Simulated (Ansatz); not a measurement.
## A geometry optimisation of B2FH2− with r2SCAN-D4/def2-TZVPD

The starting geometry of this gas-phase singlet was optimised with GFN2-xTB.

```xyz
5

B    -3.3685   -0.6634    0.8874
B    -2.9323    0.7420    1.0030
F    -2.5301    2.0944    1.1090
H    -2.8542   -1.5990    1.5140
H    -4.2884   -1.0373    0.1473
```

Problem. Predict what it relaxes into with r2SCAN-D4/def2-TZVPD.

Solution. It keeps its bonds.

The energy falls by 0.17 eV over 6 steps:

```json
{"step": "1", "E − E(last) (eV)": "0.166"}
{"step": "2", "E − E(last) (eV)": "0.041"}
{"step": "3", "E − E(last) (eV)": "0.002"}
{"step": "4", "E − E(last) (eV)": "0.000"}
{"step": "5", "E − E(last) (eV)": "0.000"}
{"step": "6", "E − E(last) (eV)": "0.000"}
```

Final geometry (Å):

```yaml
atoms:
  - { symbol: B, position_ang: [-3.3790, -0.6939, 0.8826] }
  - { symbol: B, position_ang: [-2.9342, 0.7564, 1.0022] }
  - { symbol: F, position_ang: [-2.5449, 2.0262, 1.1068] }
  - { symbol: H, position_ang: [-2.8271, -1.5577, 1.5299] }
  - { symbol: H, position_ang: [-4.2883, -0.9944, 0.1392] }
```

Frequencies at the end are all real (lowest 202 cm⁻¹). Run with Ansatz 0.2.0, 7.5 s on 2 threads of Arm Neoverse V1, on a shared host.
